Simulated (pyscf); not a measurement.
Concerted two-bond exchange: `[NH2][Si]([SiH3])([SiH3])[SiH3]` → `[NH2][SiH2][SiH]([SiH3])[SiH3]`

Gas phase, singlet surface, charge 0. Bonds broken: N1–Si2, Si3–H8. Bonds formed: N1–Si3, Si2–H8. PySCF, gas phase, ωB97X-D3(BJ)/def2-SVP geometries.

Transition state (Å):

```xyz
16

N     -1.2038    -1.2594     1.1348
Si    -0.1627    -0.0430     0.1678
Si     0.6158     0.4683     2.2029
Si    -1.6989     1.4663    -0.7059
Si     1.2366    -1.3702    -1.1287
H     -1.0270    -2.2594     1.0167
H     -2.2163    -1.1226     1.1710
H      0.9665     1.1705    -0.1427
H      0.1079     1.5402     3.1153
H      1.8161    -0.1108     2.8837
H     -1.3403     1.7923    -2.1176
H     -3.1193     0.9894    -0.6824
H     -1.6321     2.7219     0.1043
H      0.8030    -2.7999    -1.2457
H      2.5967    -1.3617    -0.5064
H      1.3401    -0.8010    -2.5046
```

One imaginary mode, 552i cm⁻¹; descent along it reached the two sides named.

| bond | change | reactant side (Å) | saddle | product side |
|---|---|---|---|---|
| N1–Si2 | breaks | 1.751 | 1.870 | 3.4 |
| Si3–H8 | breaks | 1.495 | 2.473 | 3.3 |
| N1–Si3 | forms | 3.5 | 2.7 | 1.739 |
| Si2–H8 | forms | 3.2 | 1.686 | 1.495 |

Electronic energies relative to the reactant's lowest minimum found (kcal/mol):

| level | barrier | reaction energy | reverse barrier |
|---|---|---|---|
| ωB97X-D3(BJ)/def2-TZVP | 77.9 | -3.1 | 81.0 |
| PBE/def2-TZVP | 67.3 | -2.3 | 69.6 |
| r²SCAN/def2-TZVP | 73.0 | -2.9 | 75.9 |
| B3LYP-D3(BJ)/def2-TZVP | 73.3 | -2.4 | 75.7 |
| PBE0-D3(BJ)/def2-TZVP | 73.7 | -2.8 | 76.5 |
| M06-2X/def2-TZVP | 76.1 | -3.6 | 79.7 |
| ωB97M-D3(BJ)/def2-TZVP | 74.8 | -3.3 | 78.1 |
| HF/def2-TZVP | 91.4 | -3.2 | 94.6 |

With ωB97M-D3(BJ)/def2-TZVP energies and thermal terms (ideal gas, 1 atm, RRHO with modes under 100 cm⁻¹ raised to 100, one conformer, R ln 2 for chiral ones without a mode under 150 cm⁻¹), in kcal/mol:

```
T (K)   ΔH‡   ΔG‡    ΔH    ΔG
-----  ----  ----  ----  ----
298    72.0  73.4  -2.9  -1.8
600    71.8  74.8  -3.1  -0.6
900    71.5  76.4  -3.1  +0.6
1200   71.2  78.0  -3.2  +1.8
```

The same reactants have a lower exit, to H₂N–Si:–SiH₃ [singlet] + H₃Si–SiH₃ (barrier +42.1 kcal/mol at ωB97M-D3(BJ)/def2-TZVP, against +74.8 kcal/mol here). H₂N–Si(SiH₃)(SiH₃)–SiH₃ lies 12.7 kcal/mol over its isomer H₃Si–NH–SiH(SiH₃)–SiH₃ (electronic energy, ωB97M-D3(BJ)/def2-TZVP). H₂N–SiH₂–SiH(SiH₃)–SiH₃ lies 9.4 kcal/mol over its isomer H₃Si–NH–SiH(SiH₃)–SiH₃ (electronic energy, ωB97M-D3(BJ)/def2-TZVP). This is the saddle that the search found; another between the same sides may lie lower.
